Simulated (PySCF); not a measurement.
Species: C5H5O (doublet state).
Geometry (GFN2-xTB, Å), atoms numbered from 1 in this order:
```xyz
11
C5H5O angstrom
C     -2.487    0.134    0.335
C     -1.501   -0.049   -0.673
O     -1.769   -0.205   -1.867
C     -0.143   -0.040   -0.192
C      1.016   -0.044    0.136
C      2.391   -0.045    0.568
H     -2.213    0.262    1.367
H     -3.528    0.138    0.061
H      2.770   -1.067    0.571
H      2.475    0.369    1.572
H      2.993    0.549   -0.119
```

The hyperfine couplings belong to this conformer and change with its torsions.

The species is `[CH2]C(=O)C#CC` [radical].

The calculation used UKS B3LYP, pcH-1 on C H O, non-relativistic, mean-field spin-orbit, GIAO (PySCF 2.14.0). Isolated species at its GFN2-xTB geometry (one conformer only). A GFN2-xTB geometry isn't a minimum of the functional, and hyperfine couplings can be far from their values at a DFT geometry. No stability test was run, so a lower SCF solution isn't excluded.

Q: Where do the isotropic ENDOR lines of H7 and H8 fall at 1208.8 mT, to first order?

A: ν± = |νn ± a/2|, one line for each electron-spin manifold; νn = |g_N| × 7.62259 MHz/T × B.

```csv
nuclei,isotope,g_N,νn (MHz),a_iso (MHz),lower line (MHz),upper line (MHz)
H7,1H,5.5857,51.47,-53.49,24.72,78.21
H8,1H,5.5857,51.47,-52.32,25.31,77.63
```

Q: Which pairs are centred on the nuclear Larmor frequency, and which on half the coupling?

A: Centred on νn, since |a| < 2νn: H7 and H8. No pair has |a| > 2νn.

Q: At what field would the lower line of H8 fall to zero frequency?

A: Where νn = |a|/2, that is B = 26.16 MHz/(5.5857 × 7.62259 MHz/T) = 614 mT, as far as first order holds there.

H7 and H8 aren't averaged: C1 is flat or nearly so (angle sum 360°), and its turn about the short C1–C2 bond (1.42 Å) is taken as slow.

The largest Mulliken spin populations are on C1 (+0.88), O3 (+0.31) and C2 (-0.13). The positive populations add up to 1.20 and the negative ones to -0.20, together 2S = 1. The angles at C1 add up to 360.0°, so it is planar; its axial dipolar tensor and the negative couplings of its protons fit spin in a p orbital normal to that plane.
